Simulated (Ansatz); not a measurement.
`OC(O)=CCl` + H₂ → `O/C=C\Cl` + H₂O at 500 K and 1 bar (hydrogenolysis of a C–O bond).

Gas-phase electronic energies from Ansatz, PBE0-D4/def2-TZVP geometries. CCSD(T)/CBS is the MP2 limit (def2-TZVPP, def2-QZVPP) plus CCSD(T) − MP2 in def2-TZVPP, frozen cores. This one scheme is used for every species. Each species was taken in one conformer, which may not be the lowest.

```csv
species,CCSD(T)/CBS energy (Eh),H − E (kJ/mol),S (J/(mol·K))
`OC(O)=CCl`,-688.00768,175.9,366.2
H₂,-1.17544,41.0,145.5
`O/C=C\Cl`,-612.83223,157.3,327.2
H₂O,-76.37941,73.2,206.3
```

H − E and S are ideal-gas, rigid-rotor, harmonic terms from PBE0-D4/def2-TZVP, for one conformer and one mirror image of each species. The MP2-based limit puts H₂ 0.8 mEh under its directly extrapolated value; such offsets cancel only in part. 1 Eh = 2625.50 kJ/mol, R = 8.31446 J/(mol·K).

Task: By hand: ΔE, ΔH, ΔS and ΔG.

Result: ΔE = (-612.83223) + (-76.37941) − (-688.00768) − (-1.17544) = -0.02852 Eh = -74.9 kJ/mol. Δ(H − E) = 157.3 + 73.2 − 175.9 − 41.0 = 13.6, so ΔH = -61.3 kJ/mol. ΔS = 327.2 + 206.3 − 366.2 − 145.5 = 21.8 J/(mol·K). ΔG = -61.3 − 500 × (21.8)/1000 = -72.2 kJ/mol.

Task: By hand: the equilibrium constant, and the temperature at which ΔG would vanish if ΔH and ΔS stayed fixed.

Result: log₁₀ K = −ΔG/(RT ln 10) = 7.5. ΔH and −TΔS have one sign here, so there is no such temperature.

ΔH outweighs TΔS. A doubt of 5 kJ/mol in ΔE shifts log₁₀ K by 0.5 here. Other conformers and mirror images would add mixing entropy, several J/(mol·K) or more a flexible species. These are equilibria of isolated gas molecules and say nothing of rates. Largest T1 diagnostic: 0.012 (customary marks: 0.02 for closed shells, 0.045 for open ones).
